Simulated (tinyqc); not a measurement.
Worked calculation: MP2 on RHF in the sto-3g basis, frozen core, for CH3+, spin multiplicity 1. One step of it, computed by the program tinyqc.

Question. Iteration 7 (converged): orbitals. Diagonalise F' = X^T F X, C = X C', fill 4 alpha and 4 beta electrons from the bottom; D = 2 C_occ C_occ^T. Each column has its largest component positive (the first on a tie).

converged F (hartree), lower triangle:
```
,1C 1s,1C 2s,1C 2px,1C 2py,1C 2pz,2H 1s,3H 1s,4H 1s
1C 1s,-11.559243
1C 2s,-3.091297,-1.890284
1C 2px,0.000004,0.000060,-0.700976
1C 2py,0.000000,0.000000,0.000000,-0.700808
1C 2pz,-0.001018,0.021667,-0.000008,0.000000,-0.210167
2H 1s,-0.598789,-0.774419,-0.572323,0.000000,0.029812,-0.699397
3H 1s,-0.598796,-0.774416,0.286394,-0.495541,0.029816,-0.186155,-0.699402
4H 1s,-0.598796,-0.774416,0.286394,0.495541,0.029816,-0.186155,-0.186377,-0.699402
```

X, lower triangle:
```
,1C 1s,1C 2s,1C 2px,1C 2py,1C 2pz,2H 1s,3H 1s,4H 1s
1C 1s,1.027873
1C 2s,-0.158830,1.305808
1C 2px,0.000009,-0.000083,1.142013
1C 2py,0.000000,0.000000,0.000000,1.141844
1C 2pz,0.001829,-0.017468,0.000005,0.000000,1.001084
2H 1s,0.023792,-0.273760,-0.285656,0.000000,0.017049,1.188465
3H 1s,0.023794,-0.273775,0.142947,-0.247301,0.017050,-0.022744,1.188466
4H 1s,0.023794,-0.273775,0.142947,0.247301,0.017050,-0.022744,-0.022716,1.188466
```

Give: F' = X^T F X; orbital energies; coefficients C; D after iteration 7.

Answer.

F' = X^T F X (hartree), lower triangle:
```
,1,2,3,4,5,6,7,8
1,-11.3231
2,-1.5879,-0.9689
3,0.0000,-0.0001,-0.4167
4,0.0000,0.0000,0.0000,-0.4167
5,0.0011,-0.0039,0.0000,0.0000,-0.2084
6,-0.0613,-0.3855,-0.4555,0.0000,0.0213,-0.2848
7,-0.0613,-0.3855,0.2279,-0.3944,0.0213,-0.0402,-0.2848
8,-0.0613,-0.3855,0.2279,0.3944,0.0213,-0.0402,-0.0402,-0.2848
```

orbital energies (hartree): MO1 -11.5648, MO2 -1.2170, MO3 -0.8952, MO4 -0.8950, MO5 -0.2111, MO6 0.1274, MO7 0.2337, MO8 0.2340

coefficients C:
```
,MO1,MO2,MO3,MO4,MO5,MO6,MO7,MO8
1C 1s,0.9932,-0.2340,0.0000,0.0000,-0.0219,-0.2043,0.0000,0.0002
1C 2s,0.0293,0.7639,0.0002,0.0000,0.1078,1.1660,0.0000,-0.0014
1C 2px,0.0000,-0.0001,0.6391,0.0000,0.0000,0.0010,0.0000,1.0091
1C 2py,0.0000,0.0000,0.0000,0.6391,0.0000,0.0000,1.0088,0.0000
1C 2pz,-0.0004,-0.0151,0.0000,0.0000,0.9933,-0.1287,0.0000,0.0001
2H 1s,-0.0053,0.1782,0.4269,0.0000,-0.0452,-0.6921,0.0000,-0.9358
3H 1s,-0.0053,0.1783,-0.2135,0.3698,-0.0452,-0.6904,-0.8111,0.4693
4H 1s,-0.0053,0.1783,-0.2135,-0.3698,-0.0452,-0.6904,0.8111,0.4693
```

D after iteration 7, lower triangle:
```
,1C 1s,1C 2s,1C 2px,1C 2py,1C 2pz,2H 1s,3H 1s,4H 1s
1C 1s,2.0825
1C 2s,-0.2994,1.1689
1C 2px,0.0000,0.0001,0.8168
1C 2py,0.0000,0.0000,0.0000,0.8170
1C 2pz,0.0063,-0.0231,0.0000,0.0000,0.0005
2H 1s,-0.0940,0.2722,0.5456,0.0000,-0.0054,0.4281
3H 1s,-0.0939,0.2720,-0.2729,0.4727,-0.0054,-0.1186,0.4282
4H 1s,-0.0939,0.2720,-0.2729,-0.4727,-0.0054,-0.1186,-0.1187,0.4282
```
